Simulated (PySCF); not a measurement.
Start geometry of ethanethiol (`CCS`) from GFN2-xTB (Å):
```
atom  x, y, z in Å
C1    -0.7722    0.5057    0.1053
C2     0.0923   -0.6820   -0.1116
S3     1.6953   -0.5021    0.7175
H4    -1.7305    0.3614   -0.3628
H5    -0.3522    1.4128   -0.3565
H6    -0.9427    0.7203    1.1607
H7    -0.3312   -1.5738    0.3320
H8     0.3036   -0.8541   -1.1724
H9     2.0954    0.5948    0.0813
```

Q: What comes out of this run: PySCF, PBE0-D3(BJ)/def2-TZVP geometry optimisation, gas phase?

A: 
```
atom  x, y, z in Å
C1    -0.8053    0.5237   -0.0144
C2     0.0832   -0.6834   -0.2294
S3     1.7006   -0.5634    0.5789
H4    -1.7740    0.3782   -0.5012
H5    -0.3514    1.4242   -0.4351
H6    -0.9741    0.6998    1.0493
H7    -0.3658   -1.5778    0.2089
H8     0.2282   -0.8889   -1.2917
H9     2.1217    0.5319   -0.0732
```

The energy falls by 0.046 eV over 4 energy and gradient evaluations, the largest force component goes from 0.0187 to 2.5e-04 Eh/bohr, and the atoms move by 0.035 Å rms after alignment. The bond that changes most is C1–C2 (methyl carbon to sp3 carbon bound to sulfur), which lengthens by 0.029 Å. Bonds longer at the end by more than 0.005 Å: 4 of 8; shorter: 1. Among the angles that change most is H7–C2–H8, from 110.1° to 106.9°. Rotational constants go from 28743, 5521, 5035 to 29159, 5332, 4887 MHz. The orientation of the end geometry is arbitrary; only internal coordinates are fixed.

The run used 135 basis functions and 28 SCF cycles in all. The run took 16 s of wall time on one thread, Arm Neoverse V2 (aarch64), no GPU, on a shared host, and the process peaked at 0.56 GiB of memory.

Whether it is a minimum is left open (no frequencies). The numbers are those of one conformer.
